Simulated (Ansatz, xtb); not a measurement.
**Ranking isomers of CH3NS−**

4 gas-phase structures of CH3NS−, found in a search over its isomers (lower ones may exist). Each was relaxed with GFN2-xTB; where two conformers were screened, the lower at r2SCAN-D4/def2-SVPD//GFN2-xTB is listed:

A. the doublet with the links of `[CH2]N[S-]`
B. the doublet with the links of `N[CH][S-]`
C. the doublet with the links of `C[N][S-]`
D. the doublet with the links of `[NH]C[S-]`

**Question.** Estimate their order in r2SCAN-D4/def2-SVPD//GFN2-xTB energy at these geometries, lowest first.

**Answer.** Calculated order at r2SCAN-D4/def2-SVPD//GFN2-xTB: B (0.0), C (6.2), D (12.2), A (21.2) kcal/mol.

Energies above the lowest of each column, in kcal/mol; the last columns are at r2SCAN-D4/def2-SVPD geometries and were run for some of them only (a dash: not run or not comparable):

```
structure  GFN2-xTB  HF/STO-3G  r2SCAN-D4/def2-SVPD//GFN2-xTB  r2SCAN-D4/def2-SVPD  CCSD(T)/def2-SVPD + ΔMP2/def2-TZVPPD
        B      13.9       12.4                            0.0                  0.0                                   0.0
        C       0.0        0.0                            6.2                  6.2                                   3.1
        D      11.9       18.8                           12.2                  8.0                                   8.0
        A      21.9       29.9                           21.2                    –                                     –
```

CCSD(T)/def2-SVPD + ΔMP2/def2-TZVPPD puts B lowest of those it was run on; GFN2-xTB picks C, HF/STO-3G picks C. Flexible structures stand in one conformer each, not always the lowest. Frequencies (r2SCAN-D4/def2-SVPD) were run for B, C, D alone. Open shells are spin-unrestricted. ΔMP2 is the change of the MP2 energy from the smaller to the larger basis.

Over these structures GFN2-xTB departs from r2SCAN-D4/def2-SVPD//GFN2-xTB by 5.9 kcal/mol on average once a common shift is removed. A GFN2-xTB relaxation took about 0.048 s and the r2SCAN-D4/def2-SVPD//GFN2-xTB energy about 2.1 s on a shared host (Ansatz 0.2.0, xtb 6.7.1).
